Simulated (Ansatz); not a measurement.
# Other spins and charges of Ge–NH₂, doublet at one geometry

Geometry (PBE0/def2-TZVP stationary point for this spin, not checked as a minimum):

```xyz
4

Ge    0.0000    0.0000    0.3411
N     0.0000    0.0000   -1.4753
H     0.0000    0.8361   -2.0406
H     0.0000   -0.8361   -2.0406
```

Basis cc-pVTZ; Ansatz 0.2.0. Correlated methods freeze the noble-gas cores and the filled d shells of p-block atoms. R marks a restricted (for open shells ROHF) determinant, U an unrestricted one. Active spaces: valence = (11e, 10o) chosen from the atoms' valence shells. No spin–orbit coupling is included, and no scalar relativity.

Gaps are energies of the second state less the first, at fixed atoms, for a selection of the levels run; each method lands on the state that its own search finds for that charge and spin.

Removing an electron, to the triplet: 10.306 eV at UCCSDT(Q).

```json
{"level": "UHF", "gap (eV)": "8.706", "error (meV)": "-1600"}
{"level": "UMP2", "gap (eV)": "10.456", "error (meV)": "150"}
{"level": "UCCSD", "gap (eV)": "10.157", "error (meV)": "-149"}
{"level": "UCCSD(T)", "gap (eV)": "10.297", "error (meV)": "-9"}
{"level": "UCCSDT", "gap (eV)": "10.292", "error (meV)": "-14"}
{"level": "CASSCF (valence space)", "gap (eV)": "9.615", "error (meV)": "-691"}
{"level": "MRCISD (valence space)", "gap (eV)": "10.157", "error (meV)": "-149"}
{"level": "MRCISD+Q (valence space)", "gap (eV)": "10.260", "error (meV)": "-46"}
{"level": "PBE0", "gap (eV)": "10.290", "error (meV)": "-16"}
{"level": "B3LYP", "gap (eV)": "10.392", "error (meV)": "86"}
```

Removing an electron, to the singlet: 6.786 eV at UCCSDT(Q).

| level | gap (eV) | error (meV) |
| --- | --- | --- |
| UHF | 6.525 | -261 |
| UMP2 | 6.724 | -62 |
| UCCSD | 6.781 | -5 |
| UCCSD(T) | 6.785 | -1 |
| BCCD(T) | 6.782 | -4 |
| UCCSDT | 6.789 | 3 |
| CASSCF (valence space) | 5.886 | -900 |
| NEVPT2 (valence space) | 6.509 | -277 |
| MRCISD (valence space) | 6.637 | -149 |
| MRCISD+Q (valence space) | 6.782 | -4 |
| PBE | 6.849 | 63 |
| r2SCAN | 7.030 | 244 |
| PBE0 | 6.946 | 160 |
| B3LYP | 6.914 | 128 |
| wB97M-V | 6.810 | 24 |
| B2PLYP | 6.793 | 7 |
| RPA-PBE | 7.035 | 249 |

Functionals correlate the shells that the reference freezes, so part of their error here is the reference's.

Full CI isn't at hand for all of this; UCCSDT(Q) serves as the reference, and is uncertain by about the last step of the cluster series. The frozen core follows each run's orbitals, which can shift R against U totals by a few meV for light atoms and by up to 0.1 eV past Ca.
